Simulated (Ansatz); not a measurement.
Relaxation of CH2NSi (5 atoms, charge -1, multiplicity 1), to a largest force component of 0.02 eV/Å in at most 40 steps.

Theory: Ansatz, RKS PBE/def2-SVP.

```xyz
5
Properties=species:S:1:pos:R:3:forces:R:3
N -1.208 -0.758 -0.346 -9.91 -7.53 -2.98
C -0.360 -0.061 -0.085 12.76 8.77 3.74
Si 1.204 0.803 0.349 -6.95 -3.75 -1.92
H -1.964 -1.369 -0.575 0.18 0.22 0.07
H 2.327 1.385 0.656 3.91 2.29 1.10
```

Q: Where does it end, and by what steps?

A: It converged. Limits of this set-up: an anion without diffuse functions, the dipole of an ion depends on the origin. After 19 steps the energy has fallen by 4.196 eV; H5 moved furthest, 1.04 Å. The start is strongly strained (largest force component 13 eV/Å).

```csv
step,energy less start (eV),largest force component (eV/Å),accepted
0,0.0000,12.763,yes
1,-1.2157,2.621,yes
2,-1.4186,1.508,yes
3,-1.7312,4.442,yes
4,-2.4152,3.797,yes
5,-3.0586,0.811,yes
6,-3.1444,0.639,yes
7,-3.2949,0.520,yes
8,-3.4689,1.763,yes
9,-3.8252,2.263,yes
10,-4.0198,2.017,yes
11,-4.0944,1.935,yes
12,-4.1627,0.642,yes
13,-4.1798,0.740,yes
14,-4.1716,0.839,no
15,-4.1937,0.163,yes
16,-4.1945,0.060,yes
17,-4.1952,0.076,yes
18,-4.1954,0.067,yes
19,-4.1956,0.010,yes
```

```xyz
5
Properties=species:S:1:pos:R:3
N -1.103 -0.551 -0.764
C -0.012 -0.224 -0.215
Si 1.627 0.066 0.405
H -1.822 -0.868 -0.072
H 1.310 1.578 0.645
```

Whether the end is a true minimum wasn't checked by a vibrational analysis.

Time of the run: 13 s on 1 thread of Intel(R) Xeon(R) 6975P-C (Granite Rapids), on a shared host, peak memory 0.12 GiB.
